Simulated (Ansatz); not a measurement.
Multireference treatment of SO3, singlet

Calculated in Ansatz's Gaussian-basis code. Basis cc-pVDZ, nonrelativistic, 8 orbitals frozen in the corrections. State-specific CASSCF; RHF is the lowest restricted (open-shell) Hartree–Fock solution met. No symmetry is imposed, so a solution can break that of the shape. Lower solutions, or ones in other orbitals, may exist.

Geometry:

```xyz
4

S     0.0000    0.0000    0.0000
O     1.4415    0.0000    0.0000
O    -0.7207    1.2484    0.0000
O    -0.7207   -1.2484    0.0000
```

**Question.** What do CASSCF and its corrections give against RHF in CAS(6,4), and what are the occupations?

**Answer.** CASSCF -0.672 eV, SC-NEVPT2 -19.013 eV; occupations 2.00, 2.00, 1.96, 0.04.
